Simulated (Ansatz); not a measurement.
**[AlH3]− (SMILES [AlH3-]): methods side by side**

The species is [AlH3]− (4 atoms), meant as a doublet with charge -1. As SMILES, `[AlH3-]`. Geometry: a GFN2-xTB relaxation, a rough one for these elements and not checked as a minimum.

```xyz
4

Al   -0.1611    0.4553   -0.3073
H     0.4719    0.7541    1.2244
H    -1.3501   -0.6839    0.0505
H     1.0393   -0.5256   -0.9677
```

Each level gives the energy change with the Al1–H2 bond stretched from 1.684 to 2.105 Å (eV). The values are calculated.

```csv
level,kind,program,value (eV),less FCI/3-21G,CPU time (all runs)
U-revPBE/3-21G,GGA,Ansatz,0.46,+0.01,2.1 s
U-r2SCAN/3-21G,meta-GGA,Ansatz,0.53,+0.08,5.7 s
U-wB97M-V/3-21G,range-separated hybrid,Ansatz,0.55,+0.10,26 s
UB2PLYP/3-21G,double hybrid,Ansatz,0.53,+0.08,2.5 s
RPA@PBE/3-21G,RPA,Ansatz,0.43,-0.02,2.4 s
UMP2/3-21G,perturbation theory,Ansatz,0.53,+0.08,0.18 s
UBCCD(T)/3-21G,coupled cluster or CI,Ansatz,0.46,+0.01,0.43 s
UCCSDT(Q)/3-21G,coupled cluster or CI,Ansatz,0.45,0.00,1.1 s
FCI/3-21G,exact in the basis,Ansatz,0.45,0.00,3.1 s
```

FCI/3-21G is exact within its basis and frozen core, so for wave-function methods in that basis the difference is their error; functionals converge differently with the basis, so for them it is only a difference. Sets without diffuse functions describe the anion poorly. The first shape isn't each level's own minimum. The values span 0.43 to 0.55 eV. All rows use very small basis sets, so even the best lies far from the true value. CPU times are rough (shared hosts, several kinds of processor): they show what a rung costs within a factor of a few.
